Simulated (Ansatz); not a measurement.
Two shapes of doublet N2O(+).

Shape 1:

```xyz
3

N    -0.5832    0.1116   -1.0470
N    -0.0840    0.0382   -0.0722
O     0.5789   -0.1728    0.9731
```

Shape 2:

```xyz
3

N    -0.4888   -0.2137   -1.0862
N    -0.0561   -0.0279   -0.1077
O     0.4718    0.1698    1.0385
```

Basis set: def2-SVP (spherical functions). Correlated methods keep 3 orbitals frozen. Charge 1, multiplicity 2.

Computed with Ansatz (development build ahead of 0.2.0); each method stands on the lowest determinant of its kind that the runs found.

Q: Which shape is lower in energy, and by how much in each method?

A:

```tsv
method	E(2) − E(1) (eV)
UHF	0.014
UHF-MP2	0.001
PBE0 (unrestricted)	0.092
```

Shape 1 is lower. Caution for UHF, UHF-MP2: the unrestricted determinant is spin contaminated.
